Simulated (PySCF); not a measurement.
Gas-phase reaction: 5 SiH₂(NH₂)₂ + 2 N₂ → 3 Si(NH₂)₄ + 2 H₂SiNH

Computed with PySCF and rigid-rotor harmonic-oscillator thermochemistry at 1 bar. † marks an energy on the PBE0/def2-TZVP geometry and frequencies; other levels use their own. MP2 freezes the core. 6-31G* has spherical d functions here. All species are closed-shell singlets. No R ln 2 is added for the mirror-image form of SiH₂(NH₂)₂. SiH₂(NH₂)₂, Si(NH₂)₄, H₂SiNH: computed as isolated molecules; such fragments, hydroxides, amides, oligomers or adducts are transient or little studied in the gas. MP2 isn't extrapolated to the basis-set limit; its ΔH°(298 K) is 104.4 kJ in def2-SVP and -29.4 kJ in def2-TZVPP. The harmonic model lacks anharmonicity and excited electronic states, which grow with temperature; levels with a mode under 35 cm⁻¹ are left out. Internal rotation in SiH₂(NH₂)₂, Si(NH₂)₄ is treated as a harmonic vibration of one conformer, which makes the entropy rough.

```json
[
 {"level": "HF/6-31G*", "ΔE electronic, kJ": "173", "ΔH°(298 K), kJ": "224", "ΔS°(298 K), J/K": "-338", "ΔG°(1200 K), kJ": "614"},
 {"level": "HF/def2-TZVP†", "ΔE electronic, kJ": "121", "ΔH°(298 K), kJ": "171", "ΔS°(298 K), J/K": "-332", "ΔG°(1200 K), kJ": "553"},
 {"level": "M06-2X/def2-TZVP†", "ΔE electronic, kJ": "-89", "ΔH°(298 K), kJ": "-39", "ΔS°(298 K), J/K": "-332", "ΔG°(1200 K), kJ": "343"},
 {"level": "MP2/def2-SVP†", "ΔE electronic, kJ": "54", "ΔH°(298 K), kJ": "104", "ΔS°(298 K), J/K": "-332", "ΔG°(1200 K), kJ": "487"},
 {"level": "MP2/def2-TZVPP†", "ΔE electronic, kJ": "-79", "ΔH°(298 K), kJ": "-29", "ΔS°(298 K), J/K": "-332", "ΔG°(1200 K), kJ": "353"},
 {"level": "PBE/def2-SVP", "ΔE electronic, kJ": "-38", "ΔH°(298 K), kJ": "8", "ΔS°(298 K), J/K": "-312", "ΔG°(1200 K), kJ": "365"},
 {"level": "PBE0/def2-SVP†", "ΔE electronic, kJ": "-43", "ΔH°(298 K), kJ": "7", "ΔS°(298 K), J/K": "-332", "ΔG°(1200 K), kJ": "389"},
 {"level": "PBE0/def2-TZVP", "ΔE electronic, kJ": "-89", "ΔH°(298 K), kJ": "-39", "ΔS°(298 K), J/K": "-332", "ΔG°(1200 K), kJ": "343"},
 {"level": "LDA/def2-TZVP†", "ΔE electronic, kJ": "-256", "ΔH°(298 K), kJ": "-206", "ΔS°(298 K), J/K": "-332", "ΔG°(1200 K), kJ": "176"},
 {"level": "ωB97M-V/def2-TZVP†", "ΔE electronic, kJ": "-75", "ΔH°(298 K), kJ": "-25", "ΔS°(298 K), J/K": "-332", "ΔG°(1200 K), kJ": "358"}
]
```
ΔH° is lowest at LDA/def2-TZVP† and highest at HF/6-31G*. No reference value is set beside these.
